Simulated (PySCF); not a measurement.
Metal–ligand bonds in Hf(F)3–Y. All species are isolated molecules in the gas phase. One relaxed conformer stands for each flexible species; it need not be the lowest. Multiplicities are imposed; where one is given, others were not computed. Strings in code marks are SMILES.

Method: PBE-D3(BJ)/def2-TZVP // PBE-D3(BJ)/def2-SVP in PySCF. All candidates: neutral, multiplicity 2. 

```json
{
  "dipole_moment": "0.02 D",
  "highest_occupied_spin_orbital": "-5.11 eV"
}
```

Say which member has these values.
A) `C[O]`
B) `[OH]`
C) [Hf(F)3]
D) `[SH]`

C, [Hf(F)3]. The others give `C[O]`: 2.10 D, -5.97 eV; `[SH]`: 0.87 D, -6.12 eV; `[OH]`: 1.73 D, -7.14 eV
